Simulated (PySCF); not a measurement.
CH6Si. Atoms are numbered in the order given.

```xyz
8

Si     0.0000     0.0000    -0.6316
C      0.0000     0.0000     1.2390
H      1.2055     0.6960    -1.1575
H     -1.2055     0.6960    -1.1575
H      0.0000    -1.3920    -1.1575
H      0.8842    -0.5105     1.6267
H     -0.8842    -0.5105     1.6267
H      0.0000     1.0210     1.6267
```
Charge 0, spin multiplicity 1.

Geometry: PBE0-D3(BJ)/def2-TZVP. The isomer is the one that the SMILES or the coordinates give; other isomers of the formula were not compared.

Calculation: PySCF with HF/def2-TZVPD.

Mulliken values depend strongly on the basis, most of all with diffuse functions as here. ESP charges are fitted to the potential on shells at 1.4 to 2.0 van der Waals radii. Atomic charges (e):

| atom | IAO | Mulliken | ESP fit |
|---|---|---|---|
| Si1 | … | 0.19 | 0.60 |
| C2 | … | -0.53 | -0.54 |
| H3 | … | -0.04 | -0.15 |
| H4 | … | -0.04 | -0.15 |
| H5 | … | -0.04 | -0.15 |
| H6 | … | 0.16 | 0.14 |
| H7 | … | 0.16 | 0.14 |
| H8 | … | 0.16 | 0.14 |

Question: Fill in the missing entries. (An estimate is asked for; the answer gives what the named calculation found.)

Answer: 
- Si1, IAO: 0.84
- C2, IAO: -0.71
- H3, IAO: -0.18
- H4, IAO: -0.18
- H5, IAO: -0.18
- H6, IAO: 0.14
- H7, IAO: 0.14
- H8, IAO: 0.14
